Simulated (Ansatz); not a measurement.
# One shape, several levels: BHSCl (SMILES S[B]Cl)

Aim: a comparison of 6 runs (U-r2SCAN/STO-3G, UB2PLYP/STO-3G, UB3LYP/STO-3G, UBHLYP/STO-3G, UCAM-B3LYP/STO-3G, UCCSDTQ/STO-3G) of BHSCl. 

The results are computed with Ansatz 0.2.0.

75 further runs of the same task are left out: 2 that didn't finish, 73 set aside as unsound or not needed.

### Step 1. The system as given

BHSCl has 4 atoms, charge 0, and is taken as a doublet. As SMILES, `S[B]Cl`. The B2–S1 distance was set to 2.649 Å, away from the relaxed value. At this shape a bond of the SMILES string is far longer than usual.

Bond lengths: B2–Cl3 1.722 Å, S1–H4 1.344 Å. A long bond or contact: S1–B2 2.649 Å.

### Step 2. The energy at U-r2SCAN/STO-3G (run 1)

File run.yaml:

```yaml
crystal:
  periodic: [false, false, false]
  atoms:
    - {symbol: S, position_ang: [0.999415, -1.421522, 0.970015]}
    - {symbol: B, position_ang: [-0.299600, 0.475700, -0.345800]}
    - {symbol: Cl, position_ang: [-2.014100, 0.616000, -0.427300]}
    - {symbol: H, position_ang: [2.235915, -0.995322, 0.660015]}
basis:
  gaussian:
    orbitals: STO-3G
magnetization:
  spin_polarized: true
  initial_magnetization: 1
hamiltonian:
  xc: {name: r2SCAN}
accuracy: high
```

Launch:

```
$ ansatz run run.yaml --threads 1 --pin off --max-ram 2610MiB --events-out events.jsonl --progress --plain --runs-dir runs
```

Log:

```text
Warning: RAYON_NUM_THREADS=1 ignored (pool sized by the plan → 1); use --threads N
Functional definition: r2SCAN
  name "r2SCAN"
  parameter k0 = 0.174
  parameter k1 = 0.065
  parameter a1 = 4.9479
  exchange = r2scan_x(k0 = k0, k1 = k1, a1 = a1)
  correlation = r2scan_c
409 factors; integrals over basis functions are off by at most 8.2e-9 eV
mean field evaluation 1: about -23779.5693 eV, gradient 9.4e0 eV
mean field evaluation 2: about -23732.6827 eV, gradient 6.1e1 eV
mean field evaluation 4: about -23780.5162 eV, gradient 3.3e0 eV
mean field evaluation 8: about -23780.6348 eV, gradient 1.5e-1 eV
mean field evaluation 16: about -23780.6357 eV, gradient 2.9e-5 eV
mean field evaluation 32: about -23780.4624 eV, gradient 1.1e0 eV
mean field -23780.63572660 eV, -873.9222438588 hartree, gradient 1.2e-8 eV, S^2 0.808243; 3 other end points of the search recorded, 0 dependent functions left out
reference -23780.63572728 eV, -873.9222438838 hartree; 20, 19 occupied and 4, 5 virtual orbitals, 409 factors
Total energy: -23780.63572728 eV, -873.9222438838 hartree
```

Wall time 7.5 s (1 thread of Arm Neoverse V1, shared host); peak memory 0.23 GiB.

### Step 3. A single-point energy at UB2PLYP/STO-3G (run 2)

File job.yaml:

```yaml
crystal:
  periodic: [false, false, false]
  atoms:
    - {symbol: S, position_ang: [0.999415, -1.421522, 0.970015]}
    - {symbol: B, position_ang: [-0.299600, 0.475700, -0.345800]}
    - {symbol: Cl, position_ang: [-2.014100, 0.616000, -0.427300]}
    - {symbol: H, position_ang: [2.235915, -0.995322, 0.660015]}
basis:
  gaussian: {orbitals: STO-3G}
accuracy: high
hamiltonian: {xc: {name: B2PLYP}}
correlation: {frozen_orbitals: {B: 1, Cl: 5, H: 0, S: 5}}
magnetization: {spin_polarized: true, initial_magnetization: 1}
```

Launch:

```
$ ansatz run job.yaml --threads 1 --pin off --max-ram 2610MiB --events-out events.jsonl --progress --plain --runs-dir runs
```

Log, shortened:

```text
Warning: RAYON_NUM_THREADS=1 ignored (pool sized by the plan → 1); use --threads N
Functional definition: B2PLYP
  name "B2PLYP"
[...]
409 factors; integrals over basis functions are off by at most 8.2e-9 eV
[...]
mean field -23770.97540299 eV, -873.5672335142 hartree, gradient 4.0e-8 eV, S^2 0.911166; 4 other end points of the search recorded, 0 dependent functions left out
11 core orbitals not correlated: weight in the atoms' cores, before any rotation towards them, 1.000 or more for the frozen orbitals, at most 0.000 for the correlated occupied ones
reference -23770.97542146 eV, -873.5672341927 hartree; 9, 8 occupied and 4, 5 virtual orbitals, 409 factors
second order -2.08746767 eV of doubles, -0.00000000 eV of singles
Total energy: -23771.53903773 eV, -873.5879467087 hartree
```

Wall time 3.3 s (1 thread of Arm Neoverse V1, shared host); peak memory 0.13 GiB.

Runs 3 to 5 aren't shown in full; the table further down has their settings and results.

### Step 4. A single-point energy at UCCSDTQ/STO-3G (run 6)

File run.yaml:

```yaml
basis:
  gaussian:
    orbitals: STO-3G
crystal:
  periodic: [false, false, false]
  atoms:
    - symbol: S
      position_ang: [0.999415, -1.421522, 0.970015]
    - symbol: B
      position_ang: [-0.299600, 0.475700, -0.345800]
    - symbol: Cl
      position_ang: [-2.014100, 0.616000, -0.427300]
    - symbol: H
      position_ang: [2.235915, -0.995322, 0.660015]
magnetization:
  spin_polarized: true
  initial_magnetization: 1
correlation:
  method: ccsdtq
  frozen_orbitals: {B: 1, Cl: 5, H: 0, S: 5}
accuracy: high
scf:
  omitted_lower_state_checks: [cluster_reference, increment]
```

Launch:

```
$ ansatz run run.yaml --threads 1 --pin off --max-ram 2610MiB --events-out events.jsonl --progress --plain --runs-dir runs
```

Log:

```text
Warning: RAYON_NUM_THREADS=1 ignored (pool sized by the plan → 1); use --threads N
[... 15 lines left out ...]
11 core orbitals not correlated: weight in the atoms' cores, before any rotation towards them, 1.000 or more for the frozen orbitals, at most 0.000 for the correlated occupied ones
[... 63 lines left out ...]
Total energy: -23746.42862491 eV, -872.6651560581 hartree
Checks for a lower state left out: cluster_reference, increment
```

It took 1.7 min on 1 thread of Arm Neoverse V1, shared host; peak memory 0.54 GiB.

### Step 5. Overview of the runs

```csv
run,level,frozen core orbitals,energy (Eh),⟨S²⟩,wall time
1,U-r2SCAN/STO-3G,–,-873.922244,0.808,7.5 s
2,UB2PLYP/STO-3G,11,-873.587947,0.911,3.3 s
3,UB3LYP/STO-3G,–,-873.956986,0.807,2.6 s
4,UBHLYP/STO-3G,–,-873.970963,0.888,2.8 s
5,UCAM-B3LYP/STO-3G,–,-873.902112,0.850,3.3 s
6,UCCSDTQ/STO-3G,11,-872.665156,1.067,1.7 min
```

### Step 6. Outcome

| quantity | value |
| --- | --- |
| run 6: total energy | -872.66516 Eh |
| run 6: correlation energy (11 core orbitals frozen) | -84.4 mEh |
| run 6: ⟨S²⟩ of the reference determinant | 1.067 |
| run 6: T1 diagnostic | 0.039 |

In words: Totals of different functionals can't be ranked against each other. In runs 1, 2, 3, 4, 5, 6 the basis is minimal, so the values are rough. Spin contamination of the reference: run 6 ⟨S²⟩ = 1.07, run 2 ⟨S²⟩ = 0.91, run 4 ⟨S²⟩ = 0.89. All runs together took 2 min, the longest 1.7 min.
